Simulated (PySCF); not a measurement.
## CS at PBE0

Level: PBE0. PySCF, no relativity, basis sets C def2-SVPD, S def2-SVPD.

* state: ⁵Π (quintet), unpaired electrons σ ↑, π ↑↑↑, a second solution, started from another occupation
* bond length: 1.782 Å
* harmonic wavenumber: 774 cm⁻¹
* force constant: 3.08 mdyn/Å
* rotational constant Be: 0.6084 cm⁻¹
* anharmonicity ωexe: 7.83 cm⁻¹
* vibration–rotation constant αe: 0.00700 cm⁻¹
* energy of the minimum from ground-state C + S: -1.55 eV
* bond order (Mayer): 1.32
* dipole moment (positive dipole means C(−)S(+)): 0.35 D
